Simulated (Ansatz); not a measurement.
# Ligand exchange: C2H5F + SiH3(SH) → C2H6S + SiH3F

Species: C2H5F `CCF`, singlet; SiH3(SH) (sulfanylsilane), singlet; C2H6S (ethanethiol) `CCS`, singlet; SiH3F `F[SiH3]`, singlet. The partners trade F for SH: C–F and Si–SH bonds give way to C–SH and Si–F.

Shapes, held fixed at every level: PBE0-D4/def2-TZVP. Flexible molecules stand in one conformer, not always the lowest. Programs: Ansatz 0.2.0. The zero-point and thermal change to 298 K, harmonic and unscaled (PBE0-D4/def2-TZVP), is +0.2 kJ/mol.

Problem. Estimate ΔH(298 K) of this reaction.

Solution. The highest level, CCSD(T)/CBS estimate, gives ΔH(298 K) = -103.7 kJ/mol; the levels span -109.7 to -85.3. The column of differences is taken from that level and isn't an error. No measured value is set beside it here. The CBS estimate extrapolates MP2 from def2-TZVPP and def2-QZVPP and adds CCSD(T) − MP2 in the triple-zeta set, cores frozen. Times are processor times on shared x86 and Arm servers, and rough.

| level | kind | ΔH(298 K) (kJ/mol) | less CCSD(T)/CBS estimate | CPU time (sum over the molecules) |
| --- | --- | --- | --- | --- |
| r2SCAN-D4/def2-TZVPP | meta-GGA | -92.0 | +11.7 | 24 s |
| PBE0-D4/def2-TZVPP | global hybrid | -88.1 | +15.6 | 15 s |
| r2SCAN0-D4/def2-TZVPP | global hybrid | -94.0 | +9.7 | 22 s |
| MP2/def2-TZVPP | perturbation theory | -109.7 | -6.0 | – |
| CCSD(T)/def2-SVP | coupled cluster or CI | -85.3 | +18.4 | 7.5 s |
| CCSD(T)/def2-TZVPP | coupled cluster or CI | -100.8 | +2.9 | 96 s |
| CCSD(T)/CBS estimate | coupled cluster or CI | -103.7 | 0.0 | 3.2 min |
